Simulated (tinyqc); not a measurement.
Inside a calculation (part 1 of 3). Method: UKS/LDA (VWN5) in the sto-3g basis, for H2O, spin multiplicity 3. Computed by tinyqc, a small Python program that keeps every step (integrals from PySCF). Settings: charge = 0, multiplicity = 3, basis = sto-3g, energy threshold = 1e-09, iteration cap = 58, orthogonalisation = canonical, start = random, DIIS depth = 8, method = UKS, functional = lda,vwn, grid = [40, 26]. Command: `OMP_NUM_THREADS=1 python tinyqc.py 31651 31652 out.jsonl` (the two numbers bound the seeds that draw the settings). One thread of a shared host (Intel(R) Xeon(R) Processor @ 2.60GHz), about 2 s of CPU time with the checks. Later iterations appear only in the table of the cycle.

## One-electron integrals

Geometry (angstrom):
```
atom         x          y         z
O     0.000000   0.000000  0.000000
H     0.000000   0.882000  0.624000
H     0.000000  -0.882000  0.624000
```

Basis sto-3g: exponents (1/bohr^2) and contraction coefficients of normalised primitives:
```
element  l (shell)    exponent  coefficient
O            s (1)  130.709320     0.154329
O            s (1)   23.808861     0.535328
O            s (1)    6.443608     0.444635
O            s (2)    5.033151    -0.099967
O            s (2)    1.169596     0.399513
O            s (2)    0.380389     0.700115
O            p (3)    5.033151     0.155916
O            p (3)    1.169596     0.607684
O            p (3)    0.380389     0.391957
H            s (1)    3.425251     0.154329
H            s (1)    0.623914     0.535328
H            s (1)    0.168855     0.444635
```

Overlap, kinetic and nuclear-attraction integrals over the contracted functions; the nuclear repulsion is the sum of Za Zb / Rab.

nuclear repulsion = 8.13662665 hartree

overlap S, order 1O 1s, 1O 2s, 1O 2px, 1O 2py, 1O 2pz, 2H 1s, 3H 1s:
$$\begin{pmatrix}
1.000000 & 0.236704 & 0.000000 & 0.000000 & 0.000000 & 0.040240 & 0.040240 \\
0.236704 & 1.000000 & 0.000000 & 0.000000 & 0.000000 & 0.397665 & 0.397665 \\
0.000000 & 0.000000 & 1.000000 & 0.000000 & 0.000000 & 0.000000 & 0.000000 \\
0.000000 & 0.000000 & 0.000000 & 1.000000 & 0.000000 & 0.284202 & -0.284202 \\
0.000000 & 0.000000 & 0.000000 & 0.000000 & 1.000000 & 0.201068 & 0.201068 \\
0.040240 & 0.397665 & 0.000000 & 0.284202 & 0.201068 & 1.000000 & 0.173489 \\
0.040240 & 0.397665 & 0.000000 & -0.284202 & 0.201068 & 0.173489 & 1.000000
\end{pmatrix}$$

kinetic energy T (hartree), order 1O 1s, 1O 2s, 1O 2px, 1O 2py, 1O 2pz, 2H 1s, 3H 1s:
$$\begin{pmatrix}
29.003200 & -0.168011 & 0.000000 & 0.000000 & 0.000000 & -0.008042 & -0.008042 \\
-0.168011 & 0.808128 & 0.000000 & 0.000000 & 0.000000 & 0.077302 & 0.077302 \\
0.000000 & 0.000000 & 2.528731 & 0.000000 & 0.000000 & 0.000000 & 0.000000 \\
0.000000 & 0.000000 & 0.000000 & 2.528731 & 0.000000 & 0.162087 & -0.162087 \\
0.000000 & 0.000000 & 0.000000 & 0.000000 & 2.528731 & 0.114674 & 0.114674 \\
-0.008042 & 0.077302 & 0.000000 & 0.162087 & 0.114674 & 0.760032 & -0.005052 \\
-0.008042 & 0.077302 & 0.000000 & -0.162087 & 0.114674 & -0.005052 & 0.760032
\end{pmatrix}$$

nuclear attraction V (hartree), order 1O 1s, 1O 2s, 1O 2px, 1O 2py, 1O 2pz, 2H 1s, 3H 1s:
$$\begin{pmatrix}
-61.598035 & -7.414950 & 0.000000 & 0.000000 & -0.014075 & -1.291822 & -1.291822 \\
-7.414950 & -10.025695 & 0.000000 & 0.000000 & -0.171360 & -3.084854 & -3.084854 \\
0.000000 & 0.000000 & -9.889741 & 0.000000 & 0.000000 & 0.000000 & 0.000000 \\
0.000000 & 0.000000 & 0.000000 & -10.015056 & 0.000000 & -1.945705 & 1.945705 \\
-0.014075 & -0.171360 & 0.000000 & 0.000000 & -9.952465 & -1.421999 & -1.421999 \\
-1.291822 & -3.084854 & 0.000000 & -1.945705 & -1.421999 & -5.356799 & -1.041156 \\
-1.291822 & -3.084854 & 0.000000 & 1.945705 & -1.421999 & -1.041156 & -5.356799
\end{pmatrix}$$

core Hamiltonian H = T + V (hartree), order 1O 1s, 1O 2s, 1O 2px, 1O 2py, 1O 2pz, 2H 1s, 3H 1s:
$$\begin{pmatrix}
-32.594835 & -7.582961 & 0.000000 & 0.000000 & -0.014075 & -1.299864 & -1.299864 \\
-7.582961 & -9.217567 & 0.000000 & 0.000000 & -0.171360 & -3.007552 & -3.007552 \\
0.000000 & 0.000000 & -7.361010 & 0.000000 & 0.000000 & 0.000000 & 0.000000 \\
0.000000 & 0.000000 & 0.000000 & -7.486324 & 0.000000 & -1.783618 & 1.783618 \\
-0.014075 & -0.171360 & 0.000000 & 0.000000 & -7.423734 & -1.307325 & -1.307325 \\
-1.299864 & -3.007552 & 0.000000 & -1.783618 & -1.307325 & -4.596767 & -1.046208 \\
-1.299864 & -3.007552 & 0.000000 & 1.783618 & -1.307325 & -1.046208 & -4.596767
\end{pmatrix}$$

## Two-electron integrals

Functions are numbered as in S; the eight-fold symmetry (ij|kl) = (ji|kl) = (kl|ij) leaves the list below.

Two-electron integrals (ij|kl) in chemists' order, unique and non-zero (hartree):
```
(11|11) 4.785065    (21|11) 0.741380    (21|21) 0.136873    (22|11) 1.118947
(22|21) 0.256633    (22|22) 0.817206    (31|31) 0.024477    (32|31) 0.037809
(32|32) 0.180518    (33|11) 1.115814    (33|21) 0.256684    (33|22) 0.817023
(33|33) 0.880159    (41|41) 0.024477    (42|41) 0.037809    (42|42) 0.180518
(43|43) 0.047444    (44|11) 1.115814    (44|21) 0.256684    (44|22) 0.817023
(44|33) 0.785270    (44|44) 0.880159    (51|51) 0.024477    (52|51) 0.037809
(52|52) 0.180518    (53|53) 0.047444    (54|54) 0.047444    (55|11) 1.115814
(55|21) 0.256684    (55|22) 0.817023    (55|33) 0.785270    (55|44) 0.785270
(55|55) 0.880159    (61|11) 0.127653    (61|21) 0.023381    (61|22) 0.043601
(61|33) 0.043516    (61|41) 0.000879    (61|42) 0.001651    (61|44) 0.043691
(61|51) 0.000622    (61|52) 0.001168    (61|54) 0.000124    (61|55) 0.043604
(61|61) 0.004046    (62|11) 0.324662    (62|21) 0.075458    (62|22) 0.267745
(62|33) 0.263085    (62|41) 0.004634    (62|42) 0.036070    (62|44) 0.272227
(62|51) 0.003278    (62|52) 0.025519    (62|54) 0.006468    (62|55) 0.267661
(62|61) 0.013157    (62|62) 0.110527    (63|31) 0.007722    (63|32) 0.045581
(63|43) 0.007405    (63|53) 0.005239    (63|63) 0.015379    (64|11) 0.195777
(64|21) 0.046073    (64|22) 0.174533    (64|33) 0.166697    (64|41) 0.010192
(64|42) 0.067721    (64|44) 0.187172    (64|51) 0.001748    (64|52) 0.015664
(64|54) 0.009247    (64|55) 0.169532    (64|61) 0.008372    (64|62) 0.087542
(64|64) 0.083912    (65|11) 0.138509    (65|21) 0.032596    (65|22) 0.123479
(65|33) 0.117935    (65|41) 0.001748    (65|42) 0.015664    (65|44) 0.121943
(65|51) 0.008959    (65|52) 0.056663    (65|54) 0.010241    (65|55) 0.130419
(65|61) 0.005923    (65|62) 0.061934    (65|64) 0.048486    (65|65) 0.049682
(66|11) 0.478409    (66|21) 0.112988    (66|22) 0.460992    (66|33) 0.442705
(66|41) 0.008637    (66|42) 0.093821    (66|44) 0.478881    (66|51) 0.006110
(66|52) 0.066376    (66|54) 0.025593    (66|55) 0.460812    (66|61) 0.019854
(66|62) 0.244401    (66|64) 0.220892    (66|65) 0.156277    (66|66) 0.774606
(71|11) 0.127653    (71|21) 0.023381    (71|22) 0.043601    (71|33) 0.043516
(71|41) -0.000879   (71|42) -0.001651   (71|44) 0.043691    (71|51) 0.000622
(71|52) 0.001168    (71|54) -0.000124   (71|55) 0.043604    (71|61) 0.003979
(71|62) 0.012713    (71|64) 0.007427    (71|65) 0.005729    (71|66) 0.018993
(71|71) 0.004046    (72|11) 0.324662    (72|21) 0.075458    (72|22) 0.267745
(72|33) 0.263085    (72|41) -0.004634   (72|42) -0.036070   (72|44) 0.272227
(72|51) 0.003278    (72|52) 0.025519    (72|54) -0.006468   (72|55) 0.267661
(72|61) 0.012713    (72|62) 0.087346    (72|64) 0.048126    (72|65) 0.047501
(72|66) 0.155496    (72|71) 0.013157    (72|72) 0.110527    (73|31) 0.007722
(73|32) 0.045581    (73|43) -0.007405   (73|53) 0.005239    (73|63) 0.011681
(73|73) 0.015379    (74|11) -0.195777   (74|21) -0.046073   (74|22) -0.174533
(74|33) -0.166697   (74|41) 0.010192    (74|42) 0.067721    (74|44) -0.187172
(74|51) -0.001748   (74|52) -0.015664   (74|54) 0.009247    (74|55) -0.169532
(74|61) -0.007427   (74|62) -0.048126   (74|64) -0.015374   (74|65) -0.025646
(74|66) -0.077790   (74|71) -0.008372   (74|72) -0.087542   (74|74) 0.083912
(75|11) 0.138509    (75|21) 0.032596    (75|22) 0.123479    (75|33) 0.117935
(75|41) -0.001748   (75|42) -0.015664   (75|44) 0.121943    (75|51) 0.008959
(75|52) 0.056663    (75|54) -0.010241   (75|55) 0.130419    (75|61) 0.005729
(75|62) 0.047501    (75|64) 0.025646    (75|65) 0.037124    (75|66) 0.092120
(75|71) 0.005923    (75|72) 0.061934    (75|74) -0.048486   (75|75) 0.049682
(76|11) 0.104075    (76|21) 0.024405    (76|22) 0.093805    (76|33) 0.091698
(76|44) 0.093716    (76|51) 0.001672    (76|52) 0.015442    (76|55) 0.095899
(76|61) 0.004204    (76|62) 0.037953    (76|64) 0.026146    (76|65) 0.023928
(76|66) 0.086488    (76|71) 0.004204    (76|72) 0.037953    (76|74) -0.026146
(76|75) 0.023928    (76|76) 0.016178    (77|11) 0.478409    (77|21) 0.112988
(77|22) 0.460992    (77|33) 0.442705    (77|41) -0.008637   (77|42) -0.093821
(77|44) 0.478881    (77|51) 0.006110    (77|52) 0.066376    (77|54) -0.025593
(77|55) 0.460812    (77|61) 0.018993    (77|62) 0.155496    (77|64) 0.077790
(77|65) 0.092120    (77|66) 0.297599    (77|71) 0.019854    (77|72) 0.244401
(77|74) -0.220892   (77|75) 0.156277    (77|76) 0.086488    (77|77) 0.774606
```

## Orthogonalisation

S = U s U^T; canonical form X = U s^(-1/2), so that X^T S X = 1. Each column of U has its largest component positive (the first on a tie).

eigenvalues of S: [0.422726, 0.502079, 0.890210, 1.000000, 1.093143, 1.324431, 1.767411]

X, order 1O 1s, 1O 2s, 1O 2px, 1O 2py, 1O 2pz, 2H 1s, 3H 1s:
$$\begin{pmatrix}
-0.342802 & 0.000000 & 0.736520 & 0.000000 & -0.613044 & 0.000000 & 0.178940 \\
1.063888 & 0.000000 & -0.280245 & 0.000000 & -0.291654 & 0.000000 & 0.450462 \\
0.000000 & 0.000000 & 0.000000 & 1.000000 & 0.000000 & 0.000000 & 0.000000 \\
0.000000 & 0.886434 & 0.000000 & 0.000000 & 0.000000 & 0.676140 & 0.000000 \\
0.466853 & 0.000000 & 0.661182 & 0.000000 & 0.640253 & 0.000000 & 0.199856 \\
-0.670178 & -0.776515 & -0.180515 & 0.000000 & 0.148296 & 0.385925 & 0.381393 \\
-0.670178 & 0.776515 & -0.180515 & 0.000000 & 0.148296 & -0.385925 & 0.381393
\end{pmatrix}$$

## Starting guess

The start is random orthonormal orbitals; D(s) = C_occ C_occ^T for each spin.

D(alpha) at the start, order 1O 1s, 1O 2s, 1O 2px, 1O 2py, 1O 2pz, 2H 1s, 3H 1s:
$$\begin{pmatrix}
1.065554 & -0.268297 & -0.003887 & 0.005612 & -0.013196 & 0.081558 & 0.042903 \\
-0.268297 & 0.665521 & 0.074567 & -0.107665 & -0.103997 & -0.676555 & 0.065069 \\
-0.003887 & 0.074567 & 0.993324 & 0.009640 & 0.028532 & 0.012776 & -0.053623 \\
0.005612 & -0.107665 & 0.009640 & 1.229012 & -0.041197 & -0.445837 & 0.504815 \\
-0.013196 & -0.103997 & 0.028532 & -0.041197 & 0.983042 & -0.315660 & -0.031888 \\
0.081558 & -0.676555 & 0.012776 & -0.445837 & -0.315660 & 1.376641 & -0.000117 \\
0.042903 & 0.065069 & -0.053623 & 0.504815 & -0.031888 & -0.000117 & 0.970392
\end{pmatrix}$$

D(beta) at the start, order 1O 1s, 1O 2s, 1O 2px, 1O 2py, 1O 2pz, 2H 1s, 3H 1s:
$$\begin{pmatrix}
0.421009 & -0.321990 & 0.085709 & 0.189910 & -0.265053 & 0.446020 & 0.241187 \\
-0.321990 & 0.660485 & 0.067250 & -0.107214 & -0.137117 & -0.635041 & 0.074032 \\
0.085709 & 0.067250 & 0.592667 & -0.407338 & -0.255276 & 0.255032 & -0.279586 \\
0.189910 & -0.107214 & -0.407338 & 0.781774 & -0.290592 & -0.254750 & 0.248105 \\
-0.265053 & -0.137117 & -0.255276 & -0.290592 & 0.622794 & 0.067319 & -0.117348 \\
0.446020 & -0.635041 & 0.255032 & -0.254750 & 0.067319 & 0.949531 & 0.037465 \\
0.241187 & 0.074032 & -0.279586 & 0.248105 & -0.117348 & 0.037465 & 0.807996
\end{pmatrix}$$

## Iteration 1: exchange-correlation on the grid

Becke grid with 40 radial and 26 angular points per atom, points of zero weight dropped. rho = sum D_ij phi_i phi_j; V_xc,ij = sum w v_xc phi_i phi_j; v_xc is d(rho eps)/d rho(s) for spin s.

The 16 grid points with the largest w rho, of 3102 (bohr, atomic units):
```
x                 y          z         w  rho(alpha)  rho(beta)     eps_xc  v_xc(alpha)
0.000000   0.000000  -1.129387  0.126264    0.198324   0.144860  -0.582250    -0.788312
0.000000   0.000000  -0.972395  0.084171    0.290629   0.214045  -0.656500    -0.889727
0.000000  -0.972395   0.000000  0.077610    0.302636   0.233107  -0.668177    -0.902208
0.687587  -0.687587   0.000000  0.066176    0.297194   0.296103  -0.687881    -0.903329
1.129387   0.000000   0.000000  0.126193    0.185087   0.124239  -0.565054    -0.769605
0.000000   0.000000  -1.303671  0.186486    0.120982   0.087912  -0.499159    -0.674573
0.798597  -0.798597   0.000000  0.096873    0.200779   0.200017  -0.608650    -0.798549
0.000000  -0.831481   0.000000  0.053511    0.414561   0.310841  -0.735097    -0.996208
0.972395   0.000000   0.000000  0.084151    0.271791   0.183638  -0.637313    -0.869227
0.798597   0.000000  -0.798597  0.101010    0.196364   0.180912  -0.597462    -0.791070
0.000000  -1.129387   0.000000  0.104100    0.202934   0.161249  -0.592034    -0.795866
0.000000   0.000000  -0.831481  0.055128    0.390775   0.291457  -0.721192    -0.977577
0.687587   0.000000  -0.687587  0.067337    0.287970   0.266540  -0.673669    -0.892513
0.000000   0.798597  -0.798597  0.100793    0.193278   0.166933  -0.589272    -0.785617
0.000000   0.687587  -0.687587  0.067276    0.284445   0.248207  -0.665608    -0.887598
0.587946  -0.587946   0.000000  0.043822    0.403003   0.400825  -0.756489    -0.994362
```

electrons on the grid, sum of w rho = 10.007132

E_xc = sum of w rho eps_xc = -7.42421646 hartree

V_xc(alpha) (hartree), order 1O 1s, 1O 2s, 1O 2px, 1O 2py, 1O 2pz, 2H 1s, 3H 1s:
$$\begin{pmatrix}
-2.909706 & -0.419731 & -0.001942 & 0.002801 & 0.006072 & -0.072306 & -0.072659 \\
-0.419731 & -0.802675 & -0.008814 & 0.025034 & 0.018286 & -0.251856 & -0.262236 \\
-0.001942 & -0.008814 & -0.792122 & 0.001502 & 0.000455 & -0.001856 & -0.001894 \\
0.002801 & 0.025034 & 0.001502 & -0.805865 & 0.011854 & -0.162799 & 0.181815 \\
0.006072 & 0.018286 & 0.000455 & 0.011854 & -0.795838 & -0.115890 & -0.122727 \\
-0.072306 & -0.251856 & -0.001856 & -0.162799 & -0.115890 & -0.535829 & -0.088220 \\
-0.072659 & -0.262236 & -0.001894 & 0.181815 & -0.122727 & -0.088220 & -0.530477
\end{pmatrix}$$

V_xc(beta) (hartree), order 1O 1s, 1O 2s, 1O 2px, 1O 2py, 1O 2pz, 2H 1s, 3H 1s:
$$\begin{pmatrix}
-2.202498 & -0.332067 & -0.006334 & -0.004943 & 0.020286 & -0.056830 & -0.056885 \\
-0.332067 & -0.714371 & -0.007749 & 0.028765 & 0.028987 & -0.224675 & -0.242530 \\
-0.006334 & -0.007749 & -0.701478 & 0.035050 & 0.027420 & 0.004884 & -0.002696 \\
-0.004943 & 0.028765 & 0.035050 & -0.719684 & 0.033949 & -0.143785 & 0.174596 \\
0.020286 & 0.028987 & 0.027420 & 0.033949 & -0.711211 & -0.101287 & -0.116071 \\
-0.056830 & -0.224675 & 0.004884 & -0.143785 & -0.101287 & -0.491515 & -0.081832 \\
-0.056885 & -0.242530 & -0.002696 & 0.174596 & -0.116071 & -0.081832 & -0.512619
\end{pmatrix}$$

## Iteration 1: building the Kohn-Sham matrix

J_ij = sum D_kl (ij|kl) with D = D(alpha) + D(beta); F = H + J + V_xc; E = tr D H + tr D J / 2 + E_xc + E_nn.

Coulomb J (hartree), order 1O 1s, 1O 2s, 1O 2px, 1O 2py, 1O 2pz, 2H 1s, 3H 1s:
$$\begin{pmatrix}
14.264993 & 2.782990 & 0.013719 & -0.014242 & -0.025531 & 0.473770 & 0.475392 \\
2.782990 & 7.431226 & 0.051426 & -0.111266 & 0.016974 & 2.474217 & 2.527253 \\
0.013719 & 0.051426 & 7.374323 & -0.028836 & -0.022201 & 0.006379 & 0.013714 \\
-0.014242 & -0.111266 & -0.028836 & 7.479402 & -0.037230 & 1.619744 & -1.715117 \\
-0.025531 & 0.016974 & -0.022201 & -0.037230 & 7.422083 & 1.174761 & 1.207186 \\
0.473770 & 2.474217 & 0.006379 & 1.619744 & 1.174761 & 4.744482 & 0.908780 \\
0.475392 & 2.527253 & 0.013714 & -1.715117 & 1.207186 & 0.908780 & 4.846303
\end{pmatrix}$$

F(alpha) (hartree), order 1O 1s, 1O 2s, 1O 2px, 1O 2py, 1O 2pz, 2H 1s, 3H 1s:
$$\begin{pmatrix}
-21.239548 & -5.219702 & 0.011777 & -0.011441 & -0.033534 & -0.898401 & -0.897131 \\
-5.219702 & -2.589016 & 0.042613 & -0.086232 & -0.136101 & -0.785191 & -0.742534 \\
0.011777 & 0.042613 & -0.778809 & -0.027333 & -0.021746 & 0.004523 & 0.011820 \\
-0.011441 & -0.086232 & -0.027333 & -0.812786 & -0.025376 & -0.326672 & 0.250316 \\
-0.033534 & -0.136101 & -0.021746 & -0.025376 & -0.797489 & -0.248454 & -0.222867 \\
-0.898401 & -0.785191 & 0.004523 & -0.326672 & -0.248454 & -0.388114 & -0.225648 \\
-0.897131 & -0.742534 & 0.011820 & 0.250316 & -0.222867 & -0.225648 & -0.280942
\end{pmatrix}$$

F(beta) (hartree), order 1O 1s, 1O 2s, 1O 2px, 1O 2py, 1O 2pz, 2H 1s, 3H 1s:
$$\begin{pmatrix}
-20.532340 & -5.132037 & 0.007385 & -0.019185 & -0.019320 & -0.882925 & -0.881357 \\
-5.132037 & -2.500712 & 0.043678 & -0.082500 & -0.125399 & -0.758010 & -0.722829 \\
0.007385 & 0.043678 & -0.688165 & 0.006214 & 0.005220 & 0.011263 & 0.011018 \\
-0.019185 & -0.082500 & 0.006214 & -0.726606 & -0.003282 & -0.307658 & 0.243098 \\
-0.019320 & -0.125399 & 0.005220 & -0.003282 & -0.712863 & -0.233851 & -0.216210 \\
-0.882925 & -0.758010 & 0.011263 & -0.307658 & -0.233851 & -0.343800 & -0.219260 \\
-0.881357 & -0.722829 & 0.011018 & 0.243098 & -0.216210 & -0.219260 & -0.263083
\end{pmatrix}$$

total energy of this density = -59.62233933 hartree
